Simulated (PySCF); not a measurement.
**H₄SO, singlet: molecular constants**

These are results of PBE0 in PySCF with S def2-TZVP, O def2-TZVP, H def2-TZVP; no relativity; density-fitted integrals, not measurements.

The structure is a minimum.

Z-matrix (Å, degrees; charge 0 multiplicity 1):
```
S
O  1 1.4678
H  1 1.3988 2 91.40
H  1 1.3988 2 91.40 3 180.00
H  1 1.3785 2 134.09 3 90.00
H  1 1.3785 2 134.09 3 -90.00
```

* Point group: C2v
* Bond lengths: S–H 1.378 Å (×2), S–H 1.399 Å (×2), S–O 1.468 Å
* Bond angles: H–S–H 89.0° (×4), H–S–H 91.8°, H–S–H 177.2°, H–S–O 91.4° (×2), H–S–O 134.1° (×2)
* Rotational symmetry number: 2
* Dipole moment: 3.65 D
* Atomisation energy without zero-point energy: 1282 kJ/mol
* Zero-point energy: 110.9 kJ/mol
* Heat capacity Cp at 298.15 K: 44.4 J/(mol K)
* Lowest empty level: -0.64 eV
* Principal polarisabilities: 22.4, 32.5, 32.8 bohr³
* Enthalpy at 298.15 K above 0 K: 10.85 kJ/mol
* Entropy at 298.15 K and 1 bar: 240.8 J/(mol K)
* Rotational constants: 2.849, 0.573, 0.5371 cm⁻¹
* Principal quadrupole moments (Buckingham, traceless) about the centre of mass: -2.26, -0.30, 2.55 D Å
* Highest occupied level: -7.83 eV

Harmonic modes (masses in u: S 31.972, O 15.995, H 1.008):
```
symmetry  ω (cm⁻¹)  IR (km/mol)     type
      b1       484          4.4     bend
      a1      1001          4.1     bend
      b2      1077         82.4     bend
      a1      1196          153    mixed
      b1      1204         22.0     bend
      a1      1366         28.6     bend
      b2      1441         15.0     bend
      a2      1498          0.0     bend
      a1      2203         38.3  stretch
      b2      2244          464  stretch
      b1      2397         75.5  stretch
      a1      2427         93.0  stretch
```

In C2v the vibrations span 3b1 + 5a1 + 3b2 + a2. The a2 mode carries no infrared intensity, as symmetry demands.

Charges (e):
```json
{"atom": "S1", "Mulliken": "0.13", "Löwdin": "0.38", "polar tensor": "1.50", "Mayer order to S1": "–"}
{"atom": "O2", "Mulliken": "-0.47", "Löwdin": "-0.40", "polar tensor": "-0.79", "Mayer order to S1": "1.70"}
{"atom": "H3,4", "Mulliken": "0.06", "Löwdin": "-0.01", "polar tensor": "-0.22", "Mayer order to S1": "0.86"}
{"atom": "H5,6", "Mulliken": "0.11", "Löwdin": "0.02", "polar tensor": "-0.14", "Mayer order to S1": "0.84"}
```

Mulliken populations on S1: s 5.51, p 9.38, d 0.94, f 0.04.

Counting electrons, sulfur keeps none of its valence electrons outside its bonds, so the VSEPR class is AX5 and the expected shape is trigonal bipyramidal; with unlike ligands the computed point group is C2v.

This need not be the most stable arrangement of these atoms.

The final relaxation and frequency run took 35 s on 2 threads of a shared Arm Neoverse V1 host, with 92 basis functions and 18 gradients; the process peaked at 1.4 GiB. Launch command: `OMP_NUM_THREADS=2 python axn.py task.json out`.
